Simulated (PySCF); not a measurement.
**Nuclear quadrupole coupling in phosphanamine**

Phosphanamine, H4NP.
Z-matrix (Å and degrees, PBE0-D3(BJ)/def2-SVP geometry), rows numbered from 1:
```
N 
P   1  1.7102
H   1  1.0133  2  114.02
H   1  1.0143  2  120.51  3   136.35
H   2  1.4293  1   99.10  3   161.51
H   2  1.4413  1  104.00  3  -103.94
```

Field gradients from the PBE0/pcSseg-1 density (PySCF, non-relativistic), principal values in atomic units, ordered |Vxx| ≤ |Vyy| ≤ |Vzz|:

| atom | Vxx | Vyy | Vzz |
| --- | --- | --- | --- |
| N1 | 0.5314 | 0.5911 | -1.1224 |

Q: Find the asymmetry η = (Vxx − Vyy)/Vzz and the couplings χ = eQV/h (234.96 MHz × Q in barn × V in au), with Q(14N) = 0.02044 b.

A: 
```
atom                   environment  nucleus     η  χzz (MHz)  χxx (MHz)  χyy (MHz)
  N1  nitrogen bonded to P and 2 H      14N  0.05      -5.39       2.55       2.84
```

Q: What is Vzz at N1 in SI units (1 au = 9.71736 × 10²¹ V/m²)?

A: -1.1224 au = -10.907 × 10²¹ V/m².

Q: And the gradient at the other heavy atoms, for which no coupling is worked out here?

A: 
```
atom                  environment  Vzz (au)     η
  P2  three-coordinate phosphorus    -1.551  0.41
```

Q: What couplings would deuterons (Q(2H) = 0.00286 b) have in place of the hydrogens, at this geometry?

A: 
```csv
atom,bonded to,bond length (Å),Vzz (au),η,χzz (kHz)
H3,N1,1.013,0.4065,0.19,273
H4,N1,1.014,0.4055,0.18,272
H5,P2,1.429,0.1642,0.11,110
H6,P2,1.441,0.1548,0.12,104
```

Isolated species at its PBE0-D3(BJ)/def2-SVP geometry (one conformer only). With a basis this small, the couplings can be 20 % off.
